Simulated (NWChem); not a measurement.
**AlH2ClF− (SMILES [F][AlH2-][Cl]): M05-D3(0)/STO-3G**

Aim: the vertical electron affinity of AlH2ClF− at M05-D3(0)/STO-3G, from 2 runs. 

The results are computed with NWChem 7.3.0.

1 further run of the same task is left out (set aside as unsound or not needed).

### Step 1. The structure to begin with

AlH2ClF− has 5 atoms, charge -1, and is taken as a singlet. As SMILES, `[F][AlH2-][Cl]`. Geometry: a GFN2-xTB relaxation, a rough one for these elements and not checked as a minimum.

Bond lengths: F1–Al2 1.693 Å, Al2–Cl3 2.112 Å, Al2–H4 1.585 Å, Al2–H5 1.585 Å. Angles: F1–Al2–Cl3 110.6°, F1–Al2–H4 109.3°, F1–Al2–H5 109.3°, Cl3–Al2–H4 107.1°, Cl3–Al2–H5 107.1°, H4–Al2–H5 113.5°.

### Step 2. Energy and forces at M05-D3(0)/STO-3G

Contents of a.nw:

```
start a
memory 2200 mb
charge -1

geometry units angstroms noautoz
  F       -1.193270       0.114160       1.228710
  Al      -0.086940       0.062310      -0.052380
  Cl       1.653880      -0.992940       0.511330
  H       -0.732650      -0.721820      -1.269020
  H        0.358980       1.538300      -0.418630
end

basis cartesian
  * library STO-3G
end

dft
  xc m05
  mult 1
  disp vdw 3
  grid fine
  print low
end

task dft gradient
```

Command:

```console
$ nwchem a.nw > a.out
```

Standard output, cut to the lines that bear on the results:

```text
[...]
 Group name             Cs
[...]
 d= 0,ls=0.0,diis     1   -794.4187402988 -9.31D+02  6.06D-02  4.83D-01     0.2
[...]
 d= 0,ls=0.0,diis     6   -794.5176375262 -2.12D-08  3.17D-06  2.41D-09     0.8
         Total DFT energy =     -794.517637526180
      One electron energy =    -1389.108692072318
           Coulomb energy =      517.486361560430
    Exchange-Corr. energy =      -59.081366443483
 Nuclear repulsion energy =      136.186848843032
    Dispersion correction =       -0.000789413841
[...]
                         DFT ENERGY GRADIENTS
    atom               coordinates                        gradient
                 x          y          z           x          y          z
   1 F       1.284713  -3.215741   0.000000    0.014648  -0.018894   0.000000
   2 Al     -1.062413  -1.040365   0.000000    0.018627   0.049769   0.000000
   3 Cl      0.447529   2.654681   0.000000   -0.012416  -0.024708   0.000000
   4 H      -2.679517  -1.331586  -2.503968   -0.010429  -0.003083  -0.017428
   5 H      -2.679517  -1.331586   2.503968   -0.010429  -0.003083   0.017428
 Task  times  cpu:        1.2s     wall:        1.2s
 Total times  cpu:        1.2s     wall:        1.2s
```

Run time: 1.7 s. Hardware: 1 thread of INTEL XEON PLATINUM 8581C at 2.30GHz (Emerald Rapids), shared host; peak memory 0.12 GiB.

### Step 3. Doublet [AlH2ClF]2− at the same level

Contents of alclfh2.xyz:

```xyz
5
AlClFH2 gradient
F     -1.193270     0.114160     1.228710
Al    -0.086940     0.062310    -0.052380
Cl     1.653880    -0.992940     0.511330
H     -0.732650    -0.721820    -1.269020
H      0.358980     1.538300    -0.418630
```

Contents of run.py:

```python
from ase.io import read
from ase.calculators.nwchem import NWChem

mol = read('alclfh2.xyz')

calc = NWChem(
    label='alclfh2',
    theory='dft',
    memory='2200 mb',
    basis='STO-3G',
    charge=-2,
    dft={'xc': 'm05', 'mult': '2', 'disp': 'vdw 3', 'grid': 'fine', 'iterations': '150'},
)
mol.calc = calc

forces = mol.get_forces()
print(f"energy = {mol.get_potential_energy():.6f} eV")
print("forces (eV/A):")
for s, f in zip(mol.symbols, forces):
    print(f"{s:2s} {f[0]:10.5f} {f[1]:10.5f} {f[2]:10.5f}")
```

Command:

```console
$ export ASE_NWCHEM_COMMAND="nwchem PREFIX.nwi > PREFIX.nwo"
$ python run.py
```

Standard output:

```text
energy = -21601.737828 eV
forces (eV/A):
F    -3.24813    0.96689    1.58894
Al   -2.85398    1.42496   -0.10017
Cl    8.90851   -5.27914    2.55089
H    -2.19675   -0.20682   -2.63399
H    -0.60961    3.09407   -1.40567
```

The calculator wrote alclfh2.nwi:

```
title "alclfh2"

permanent_dir alclfh2

scratch_dir alclfh2

start alclfh2

geometry units angstrom nocenter noautosym noautoz
  F  -1.1932700000000001e+00 1.1416000000000000e-01 1.2287100000000000e+00
  Al -8.6940000000000003e-02 6.2309999999999997e-02 -5.2380000000000003e-02
  Cl 1.6538800000000000e+00 -9.9294000000000004e-01 5.1132999999999995e-01
  H  -7.3265000000000002e-01 -7.2182000000000002e-01 -1.2690200000000000e+00
  H  3.5898000000000002e-01 1.5383000000000000e+00 -4.1863000000000000e-01
end

charge -2

memory 2200 mb

basis noprint
   * library STO-3G
end

dft
  xc m05
  mult 2
  disp vdw 3
  grid fine
  iterations 150
end

task dft gradient
```

alclfh2.nwo, cut to the lines that bear on the results:

```text
[...]
          Wavefunction type:  spin polarized.
          No. of atoms     :     5
          No. of electrons :    43
[...]
          Charge           :    -2
          Spin multiplicity:     2
[...]
          AO basis - number of functions:    25
[...]
              XC Information
              --------------
                          M05 Method XC Functional
                     Hartree-Fock (Exact) Exchange  0.280
                   M05 metaGGA Exchange Functional  0.720
                         M05 Correlation Potential  1.000
[...]
 d= 0,ls=0.0,diis     1   -793.7010059692 -9.30D+02  7.79D-02  1.65D-01     0.4
[...]
 d= 0,ls=0.0,diis    10   -793.8492294431 -2.33D-09  6.15D-07  9.58D-12     3.0
[...]
         Total DFT energy =     -793.849229443112
      One electron energy =    -1402.938793755230
           Coulomb energy =      532.601991751195
    Exchange-Corr. energy =      -59.698479808304
 Nuclear repulsion energy =      136.186841782400
    Dispersion correction =       -0.000789413173
[...]
      <S2> =      0.7506 (Exact =     0.7500)
[...]
  wavefunction    = open shell
                         DFT ENERGY GRADIENTS
    atom               coordinates                        gradient
                 x          y          z           x          y          z
   1 F      -2.254953   0.215731   2.321925    0.063166  -0.018803  -0.030900
   2 Al     -0.164293   0.117749  -0.098984    0.055501  -0.027711   0.001948
   3 Cl      3.125380  -1.876385   0.966274   -0.173243   0.102663  -0.049607
   4 H      -1.384508  -1.364042  -2.398100    0.042720   0.004022   0.051223
   5 H       0.678374   2.906965  -0.791096    0.011855  -0.060170   0.027336
[...]
```

It took 4.8 s on 1 thread of INTEL XEON PLATINUM 8581C at 2.30GHz (Emerald Rapids), shared host; peak memory 0.12 GiB.

### Step 4. Outcome

At M05-D3(0)/STO-3G:

| quantity | value |
| --- | --- |
| singlet AlH2ClF−: total energy | -794.51764 Eh |
| singlet AlH2ClF−: dispersion energy | -2.07 kJ/mol |
| singlet AlH2ClF−: largest force on an atom | 2.733 eV/Å |
| doublet [AlH2ClF]2−: total energy | -793.84923 Eh |
| doublet [AlH2ClF]2−: HOMO energy (highest over α and β) | 21.40 eV |
| doublet [AlH2ClF]2−: LUMO energy (lowest over α and β) | 24.84 eV |
| doublet [AlH2ClF]2−: dispersion energy | -2.07 kJ/mol |
| doublet [AlH2ClF]2−: ⟨S²⟩ | 0.751 |
| doublet [AlH2ClF]2−: largest force on an atom | 10.665 eV/Å |
| vertical electron affinity (to the doublet dianion) | -18.188 eV |

What this shows: The dianion lies 18.19 eV (1755 kJ/mol) above the anion: the electron isn't bound at this level, and such a value depends on the basis. Without diffuse functions anions come out too high. The largest force (singlet AlH2ClF−) is 2.73 eV/Å: the shape isn't a stationary point for this species at this level. In a minimal basis such a difference can be off by several eV, whatever the method. The HOMO (doublet [AlH2ClF]2−) lies at positive energy, 21.40 eV; only total energies tell whether the electron is bound.
